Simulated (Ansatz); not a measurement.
`CNP` + `N=CF` → `F/C=N/P` + CH₃NH₂ at 600 K and 1 bar (ligand exchange at a P–N bond).

Program: Ansatz. Geometries: PBE0-D4/def2-TZVP. ΔE: electronic, gas phase. CCSD(T)/CBS adds triple-zeta CCSD(T) − MP2 to the extrapolated MP2 energy (def2 sets, frozen cores). This one scheme is used for every species. One conformer a species, not always the lowest.

```tsv
species	CCSD(T)/CBS energy (Eh)	H − E (kJ/mol)	S (J/(mol·K))
`CNP`	-437.28343	234.3	355.0
`N=CF`	-193.72220	115.2	286.5
`F/C=N/P`	-535.25055	151.1	361.9
CH₃NH₂	-95.75281	199.3	283.8
```

H − E and S are ideal-gas, rigid-rotor, harmonic terms from PBE0-D4/def2-TZVP, for one conformer and one mirror image of each species. 1 Eh = 2625.50 kJ/mol, R = 8.31446 J/(mol·K).

Question: By hand: ΔE, ΔH, ΔS and ΔG.

Answer: ΔE = (-535.25055) + (-95.75281) − (-437.28343) − (-193.72220) = 0.00227 Eh = 6.0 kJ/mol. Δ(H − E) = 151.1 + 199.3 − 234.3 − 115.2 = 0.9, so ΔH = 6.9 kJ/mol. ΔS = 361.9 + 283.8 − 355.0 − 286.5 = 4.2 J/(mol·K). ΔG = 6.9 − 600 × (4.2)/1000 = 4.4 kJ/mol.

Question: By hand: the equilibrium constant, and the temperature at which ΔG would vanish if ΔH and ΔS stayed fixed.

Answer: log₁₀ K = −ΔG/(RT ln 10) = -0.4. ΔG = 0 at ΔH/ΔS = 1643 K, though so small a ΔH makes that figure unsure.

TΔS isn't small against ΔH here. The sign of ΔG lies within the doubt. A doubt of 5 kJ/mol in ΔE shifts log₁₀ K by 0.4 here. Other conformers and mirror images would add mixing entropy, several J/(mol·K) or more a flexible species. These are equilibria of isolated gas molecules and say nothing of rates. Largest T1 diagnostic: 0.014 (customary marks: 0.02 for closed shells, 0.045 for open ones).
